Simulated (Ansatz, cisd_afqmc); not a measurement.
System: C₂H₆, charge 0, singlet. C2H6 (ethane, SMILES CC).
HTBH set geometry:
```xyz
8

C      0.0000     0.0000    -0.7631
C      0.0000     0.0000     0.7631
H      0.0009    -1.0161     1.1583
H     -0.8795    -0.5088    -1.1583
H     -0.8804     0.5073     1.1583
H      0.8795     0.5088     1.1583
H     -0.0009     1.0161    -1.1583
H      0.8804    -0.5073    -1.1583
```
Charge 0, spin multiplicity 1.

Total energies in aug-cc-pVTZ, 14 correlated electrons, 2 frozen orbitals. UHF or UKS for unpaired electrons; spin-orbit terms are left out. Correlated methods leave the cores frozen. No relativity. AFQMC/CISD: phaseless, guided by CISD from CCSD amplitudes; bars are statistical, one sigma. Outlying blocks are dropped, and bars are widened where a walk drifts. Over all cases where full CI ran beside it in this data, AFQMC minus full CI had a median of +0.1 mEh and passed +0.4 mEh in a tenth of the cases.

```json
[
 {"method": "HF", "program": "Ansatz", "energy (Eh)": "-79.26033", "minus AFQMC/CISD (mEh)": "420.9 ± 0.2"},
 {"method": "MP2", "program": "Ansatz", "energy (Eh)": "-79.63536", "minus AFQMC/CISD (mEh)": "45.9 ± 0.2"},
 {"method": "CCSD", "program": "Ansatz", "energy (Eh)": "-79.66597", "minus AFQMC/CISD (mEh)": "15.3 ± 0.2"},
 {"method": "CCSD(T)", "program": "Ansatz", "energy (Eh)": "-79.67992", "minus AFQMC/CISD (mEh)": "1.3 ± 0.2"},
 {"method": "AFQMC/CISD", "program": "cisd_afqmc", "energy (Eh)": "-79.6813 ± 0.0002", "minus AFQMC/CISD (mEh)": "0.0"}
]
```

Ansatz is an electronic-structure program.
